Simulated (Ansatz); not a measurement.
# Worked example: H2Si–B⁺, singlet against H2Si–B, doublet

Geometry (PBE0/def2-TZVP stationary point of a doublet), kept for both states (H2Si–B, doublet: A'; H2Si–B⁺, singlet: A'):

```xyz
4

Si   -0.0850    0.0000    0.4943
B     0.0885    0.0000   -1.4519
H     0.7098   -1.2068    0.8997
H     0.7098    1.2068    0.8997
```

Basis 6-31G; Ansatz 0.2.0. Correlated methods freeze the noble-gas cores. R marks a restricted (for open shells ROHF) determinant, U an unrestricted one.

Full CI is exact within this basis and frozen core; it isn't the basis-set limit. The frozen core follows each run's orbitals, which can shift R against U totals by a few meV.

Unrestricted rows (U, and Kohn–Sham where it breaks symmetry) aren't spin-pure: their determinants' ⟨S²⟩ exceeds S(S+1) by up to 0.94, so they mix in states of higher spin. HF rows are the lowest solutions found. Coupled cluster chose its determinant by trial CCSD, here up to 0.10 eV above the lowest Hartree–Fock solution of its kind, and MP2 stands on that determinant too.

```json
{"level": "UHF", "E(H2Si–B, doublet) (hartree)": "-314.551939", "E(H2Si–B⁺, singlet) (hartree)": "-314.271373"}
{"level": "UMP2", "E(H2Si–B, doublet) (hartree)": "-314.621279", "E(H2Si–B⁺, singlet) (hartree)": "-314.335207"}
{"level": "UCCSD(T)", "E(H2Si–B, doublet) (hartree)": "-314.669971", "E(H2Si–B⁺, singlet) (hartree)": "-314.371053"}
{"level": "PBE", "E(H2Si–B, doublet) (hartree)": "-315.115431", "E(H2Si–B⁺, singlet) (hartree)": "-314.797058"}
{"level": "PBE0", "E(H2Si–B, doublet) (hartree)": "-315.142427", "E(H2Si–B⁺, singlet) (hartree)": "-314.826666"}
{"level": "full CI", "E(H2Si–B, doublet) (hartree)": "-314.672521", "E(H2Si–B⁺, singlet) (hartree)": "-314.373361"}
```

Problem. Give the vertical gap, H2Si–B⁺ singlet less H2Si–B doublet, at each level in eV (1 hartree = 27.2114 eV), and each error against full CI.

Solution. full CI: (-314.373361 − (-314.672521)) × 27.2114 = 8.141 eV (the reference)
PBE0: (-314.826666 − (-315.142427)) × 27.2114 = 8.592 eV, error 0.451 eV
PBE: (-314.797058 − (-315.115431)) × 27.2114 = 8.663 eV, error 0.522 eV
UCCSD(T): (-314.371053 − (-314.669971)) × 27.2114 = 8.134 eV, error -0.007 eV
UMP2: (-314.335207 − (-314.621279)) × 27.2114 = 7.784 eV, error -0.357 eV
UHF: (-314.271373 − (-314.551939)) × 27.2114 = 7.635 eV, error -0.506 eV

Total energies of functionals can't be set beside those of wave-function methods, since they hold the core's correlation and their own absolute errors; only the differences compare.

The set has no polarisation functions, so the order and spacing of states can differ from the basis-set limit.

In so small a basis the reference is far from its limit while semilocal and hybrid functionals are nearer theirs, so the functionals' errors here hold much of the reference's basis and frozen-core error, which can add to them or hide them.

Each level lands on the state that its own search finds. T1 diagnostics of restricted CCSD: 0.044 and 0.045.
